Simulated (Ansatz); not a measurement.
**CHBSi+ (doublet): wave-function methods side by side, def2-QZVPP**

One table from this session's results is given with a row withheld; the runs are named, their logs left out.

Program: Ansatz 0.2.0, Gaussian basis. Level of theory: def2-QZVPP, core rule «outside noble gas», up to 7 orbitals frozen. These are calculated values, not measurements.

The runs, in order: UHF; ROHF; CCSD(T) on UHF.

2 further runs of the same task are left out: 2 set aside as unsound or not needed.

## The geometry

The geometry is a PBE0/def2-TZVP stationary point (not a proven minimum) of the parent state, kept for this charge and spin.

4 atoms, charge 1, spin multiplicity 2.

Atoms are counted from 1 here; the program's logs count them from 0.

Bond lengths: B1–Si2 1.833 Å, B1–H4 1.178 Å, Si2–C3 1.800 Å. Angles: Si2–B1–H4 180.0°, B1–Si2–C3 180.0°.

The first run:

in.yaml reads:

```yaml
crystal:
  periodic: [false, false, false]
  atoms:
    - {symbol: B, position_ang: [0.000000, 0.000000, 1.071900]}
    - {symbol: Si, position_ang: [0.000000, 0.000000, -0.760700]}
    - {symbol: C, position_ang: [0.000000, 0.000000, -2.560900]}
    - {symbol: H, position_ang: [0.000000, 0.000000, 2.249700]}
basis:
  gaussian: {orbitals: "def2-QZVPP.json"}
total_charge: 1
magnetization: {spin_polarized: true, initial_magnetization: 1}
hamiltonian: {xc: hf}
output: {orbitals: {seedname: orbitals}}
```

The run is started by

```console
$ ansatz run in.yaml --threads 1 --pin off --events-out ev --progress --plain --max-ram 2393MiB
```

Among the steps run: UHF; ROHF; CCSD(T) on UHF.

One of the session's tables, all rows but one given; the rest of the session is left out.

```
  method  from UCCSD(T) (kcal/mol)
    ROHF                   +231.62
    UMP2                         ?
   UCCSD                    +14.37
UCCSD(T)                         0
```

Q: Estimate the row for UMP2 from the others.

As computed: from UCCSD(T) (kcal/mol): +45.45. In the column «from UCCSD(T) (kcal/mol)» it lies between UCCSD (+14.37) and ROHF (+231.62).

Left out of the table: UHF (another determinant or state than the rows shown).

Caveats from the session: The determinant is far from a pure spin state, so its energy mixes those of several spin states (harmless only where they are near-degenerate, as at dissociation). Warnings: spin contamination; coupled cluster took another determinant than the lowest.
